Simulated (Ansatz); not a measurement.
Species: CH2 (charge 0, triplet). SMILES: [CH2]

Atoms: C1, H2, H3. Bonds: C1-H2, C1-H3.

Bond lengths (Å) and angles (degrees) optimised at PBE/6-31G* with Ansatz (a quantum-chemistry and plane-wave program); B3LYP/6-31G* with Ansatz; MP2/6-31G* with Ansatz, each started from the B3LYP-D3(BJ)/def2-TZVP structure (Ansatz) of the last column. A row stands for all coordinates that are equal there. 6-31G* holds six Cartesian d functions. No wavenumbers were computed at PBE/6-31G*, MP2/6-31G*, so these may be saddle points.

| coordinate | PBE/6-31G* | B3LYP/6-31G* | MP2/6-31G* | B3LYP-D3(BJ)/def2-TZVP |
|---|---|---|---|---|
| C1-H2 | 1.089 | 1.082 | 1.078 | 1.078 |
| H2-C1-H3 | 133.6 | 133.1 | 131.6 | 135.0 |

Mean signed difference of all 2 bond lengths from B3LYP-D3(BJ)/def2-TZVP: PBE/6-31G* 0.011 Å, B3LYP/6-31G* 0.004 Å, MP2/6-31G* -0.001 Å.
